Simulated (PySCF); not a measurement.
# AlOCl: relaxation and vibrations of the singlet

Aim: relax AlOCl as a singlet from a bent start, check by its vibrations whether the end is a minimum, and collect its spectrum and constants.

Program: PySCF 2.14.0. Level of theory: B3LYP, basis Al def2-TZVP, O def2-TZVP, Cl def2-TZVP, no relativity, density fitting. These are calculated values, not measurements.

### Step 1. The starting structure

3 atoms, charge 0, spin multiplicity 1.

Bond lengths: Al1–O2 1.700 Å, Al1–Cl3 2.250 Å. Angles: O2–Al1–Cl3 110.0°.

Coordinates in bohr (charge 0 multiplicity 1):
```
Al    0.0000    0.0000    0.0000
O    -2.6316    0.0000    1.8427
Cl    3.4830    0.0000    2.4387
```

### Step 2. First SCF at the start

One driver script runs all steps and calls PySCF; scf.py shows how it sets up the SCF of each step. The optimiser is the driver's own. After this first run the driver tries any further starts and a stability analysis.

scf.py

```python
from pyscf import gto, scf, dft
mol = gto.M(atom='''
Al     0.000000     0.000000     0.000000
O     -1.392600     0.000000     0.975100
Cl     1.843100     0.000000     1.290500''',
    basis={'Al': 'def2-TZVP', 'O': 'def2-TZVP', 'Cl': 'def2-TZVP'},
    charge=0, spin=0)
mf = dft.RKS(mol, xc='B3LYP')
mf.grids.atom_grid = (50, 194)
aux = {'Al': 'def2-universal-JKFIT', 'O': 'def2-universal-JKFIT', 'Cl': 'def2-universal-JKFIT'}
mf = mf.density_fit(auxbasis=aux)
mf.conv_tol = 1e-08
mf.diis_space = 10
mf.max_cycle = 60
mf.init_guess = 'minao'
mf.verbose = 4
mf.kernel()
```

Run with:

```
$ OMP_NUM_THREADS=2 python axn.py task.json out
```

The log of the run:

```text
init E= -777.914473504234
  HOMO = -0.375289430099651  LUMO = -0.189324283354466  gap/eV = 5.06037
cycle= 1 E= -777.547747807921  delta_E= 0.367  |g|= 1.24  |ddm|= 1.87
  HOMO = -0.070826577514017  LUMO = -0.0346077217397902  gap/eV = 0.98557
cycle= 2 E= -770.302631792716  delta_E= 7.25  |g|= 3.47  |ddm|= 3.47
  HOMO = -0.269418232374263  LUMO = -0.176446010102232  gap/eV = 2.52990
cycle= 3 E= -777.804942925017  delta_E= -7.5  |g|= 0.619  |ddm|=  3.3
  HOMO = -0.237330775315991  LUMO = -0.176498192076672  gap/eV = 1.65534
cycle= 4 E= -777.875966944782  delta_E= -0.071  |g|= 0.52  |ddm|= 0.941
  HOMO = -0.266846488048649  LUMO = -0.195949290572159  gap/eV = 1.92921
cycle= 5 E= -777.936985937872  delta_E= -0.061  |g|= 0.145  |ddm|= 0.445
  HOMO = -0.275427584309892  LUMO = -0.190245103853407  gap/eV = 2.31793
cycle= 6 E= -777.941851155318  delta_E= -0.00487  |g|= 0.0679  |ddm|= 0.0867
  HOMO = -0.281566769404144  LUMO = -0.19131798849633  gap/eV = 2.45579
cycle= 7 E= -777.942875778196  delta_E= -0.00102  |g|= 0.0198  |ddm|= 0.0387
  HOMO = -0.281915214150169  LUMO = -0.190134540948641  gap/eV = 2.49748
cycle= 8 E= -777.942965932718  delta_E= -9.02e-05  |g|= 0.00696  |ddm|= 0.0143
  HOMO = -0.282443757027836  LUMO = -0.190236621888083  gap/eV = 2.50908
cycle= 9 E= -777.94297769813  delta_E= -1.18e-05  |g|= 0.000502  |ddm|= 0.00507
  HOMO = -0.282474942133887  LUMO = -0.190253362997652  gap/eV = 2.50948
cycle= 10 E= -777.94297774334  delta_E= -4.52e-08  |g|= 0.000225  |ddm|= 0.000549
  HOMO = -0.282470612848104  LUMO = -0.190260281536673  gap/eV = 2.50917
cycle= 11 E= -777.942977755833  delta_E= -1.25e-08  |g|= 5.45e-05  |ddm|= 0.000156
  HOMO = -0.282465040857097  LUMO = -0.190258752012625  gap/eV = 2.50906
cycle= 12 E= -777.942977756932  delta_E= -1.1e-09  |g|= 1.1e-05  |ddm|= 6.24e-05
  HOMO = -0.282465410396221  LUMO = -0.190259332521705  gap/eV = 2.50906
Extra cycle  E= -777.942977757054  delta_E= -1.22e-10  |g|= 5.76e-06  |ddm|= 3.36e-05
converged SCF energy = -777.942977757054
```

This step, with its further starts and checks, needed 4.4 s of wall time on 2 threads of Arm Neoverse V2, shared host.

The test of internal stability found no lower closed-shell solution.

### Step 3. Bent start, singlet: relaxation

The program finds Cs symmetry in the start, which this walk keeps. Threshold on the gradient: 0.0003 Eh/bohr, with a further test on the energy change.

Edit scf.py of step 2 so:

```diff
@@ -3,3 +3,3 @@
-Al     0.000000     0.000000     0.000000
-O     -1.392600     0.000000     0.975100
-Cl     1.843100     0.000000     1.290500''',
+Al    -0.541105     0.000000    -0.779058
+O     -1.933705     0.000000     0.196042
+Cl     1.301995     0.000000     0.511442''',
@@ -15 +14,0 @@
-mf.init_guess = 'minao'
```

Energy and gradient, step by step:

```
step  energy (Eh)  change (kJ/mol)  largest symmetric gradient (Eh/bohr)
   0  -777.942978             0.00                               0.07665
   1  -777.968792           -67.78                               0.04248
   2  -777.984467          -108.93                               0.03957
   3  -777.992666          -130.46                               0.01186
   4  -777.995139          -136.95                               0.02134
   5  -777.995601          -138.16                               0.02361
   6  -777.996161          -139.63                               0.00314
   7  -777.996189          -139.71                               0.00017
   8  -777.996189          -139.71                               0.00005
```

The walk took 7.7 s.

Positions (Å) and forces (eV/Å) along the way:

```
step 0
Al  -0.541   0.000  -0.779  -0.532   0.000   3.941
O   -1.934   0.000   0.196   1.393   0.000  -2.326
Cl   1.302   0.000   0.511  -0.861   0.000  -1.615
step 1
Al  -0.527   0.000  -0.608   0.180   0.000   2.185
O   -1.994   0.000   0.098   0.240   0.000  -1.143
Cl   1.349   0.000   0.438  -0.421   0.000  -1.042
step 4
Al  -0.534   0.000  -0.117  -0.856   0.000   0.192
O   -2.157   0.000  -0.188   1.097   0.000  -0.062
Cl   1.519   0.000   0.234  -0.242   0.000  -0.129
step 8
Al  -0.547   0.000  -0.043   0.003   0.000   0.001
O   -2.133   0.000  -0.228  -0.001   0.000   0.001
Cl   1.507   0.000   0.200  -0.002   0.000  -0.002
```

After 8 steps and 139.7 kJ/mol it ends at C∞v: Al–Cl 2.068 Å, Al–O 1.597 Å; Cl–Al–O 179.9°.

### Step 4. Is it a minimum? Harmonic modes

On the finer grid the gradient is checked again; gradients at displacements of ±0.02 bohr then give force constants and infrared intensities.

Edit scf.py of step 3 so:

```diff
@@ -3,3 +3,3 @@
-Al    -0.541105     0.000000    -0.779058
-O     -1.933705     0.000000     0.196042
-Cl     1.301995     0.000000     0.511442''',
+Al    -0.595909     0.000000    -0.070057
+O     -2.181958    -0.000000    -0.256517
+Cl     1.457818    -0.000000     0.171385''',
@@ -9 +9 @@
-mf.grids.atom_grid = (50, 194)
+mf.grids.atom_grid = (75, 302)
@@ -12 +12 @@
-mf.conv_tol = 1e-08
+mf.conv_tol = 1e-10
```

The driver hands on the density of the step before, so the log starts near convergence.

Log of the central SCF (cycles and frontier levels):

```text
init E= -777.996184992924
  HOMO = -0.28169976654882  LUMO = -0.107195475792274  gap/eV = 4.74850
cycle= 1 E= -777.99618499291  delta_E= 1.36e-11  |g|= 8.4e-06  |ddm|= 6.46e-06
  HOMO = -0.281702958414431  LUMO = -0.107195802129702  gap/eV = 4.74858
Extra cycle  E= -777.996184992774  delta_E= 1.36e-10  |g|= 2.73e-05  |ddm|= 1.97e-05
converged SCF energy = -777.996184992774
```

The whole step took 15 s.

Geometry: C∞v; Al–Cl 2.068 Å, Al–O 1.597 Å; Cl–Al–O 180.0°.

Modes, for the most abundant isotopes:

```tsv
symmetry	ω (cm⁻¹)	IR (km/mol)	type
π	176	137	bend
σ+	484	27.5	stretch
σ+	1122	89.9	stretch
```

Every mode is real; the point is a minimum.

Constants and moments:

| Property | Result |
| --- | --- |
| Dipole moment | 3.91 D |
| Highest occupied level | -7.67 eV |
| Lowest empty level | -2.92 eV |
| Rotational constants | 0.1039 cm⁻¹ |
| Zero-point energy | 11.7 kJ/mol |
| Principal polarisabilities | 33.4, 33.4, 54.6 bohr³ |
| Atomisation energy without zero-point energy | 907 kJ/mol |
| Principal traceless quadrupole moments about the centre of mass | -15.65, 7.82, 7.82 D Å |
| Entropy at 298.15 K and 1 bar | 257.7 J/(mol K) |
| Heat capacity Cp at 298.15 K | 51.2 J/(mol K) |
| Enthalpy at 298.15 K above 0 K | 12.50 kJ/mol |
| Rotational symmetry number | 1 |

Charges (e) and bond orders:

| atom | Mulliken | Löwdin | polar tensor | Mayer order to Al1 |
| --- | --- | --- | --- | --- |
| Al1 | 0.62 | -0.11 | 1.14 | – |
| O2 | -0.49 | -0.25 | -0.70 | 2.23 |
| Cl3 | -0.13 | 0.36 | -0.44 | 1.31 |

Outer orbital energies (eV). occupied: -23.78, -23.47, -12.51, -10.51, -10.51, -8.81, -7.67, -7.67; empty: -2.92, -0.95, -0.95, 1.88.

Mulliken populations on Al1: s 4.75, p 7.15, d 0.38, f 0.09.

### Step 5. Outcome

| quantity | value |
| --- | --- |
| minimum | singlet, C∞v |
| geometry | Al–Cl 2.068 Å, Al–O 1.597 Å; Cl–Al–O 180.0° |
| wavenumbers (cm⁻¹) | 176 (π), 484 (σ+), 1122 (σ+) |
| dipole moment | 3.91 D |
| highest occupied, lowest empty level | -7.67, -2.92 eV |
| polar-tensor charge of Al1 | +1.14 e |
| zero-point energy | 11.7 kJ/mol |
| entropy at 298.15 K | 257.7 J/(mol K) |
| atomisation energy (no zero-point energy) | 907 kJ/mol |

In words: The bent start (Cs) ends in a minimum of C∞v symmetry. In the infrared the band at 176 cm⁻¹ (π, bend) leads. Only this shape and spin were tried, so other structures or states may lie lower.

The search up to here took 27 s.
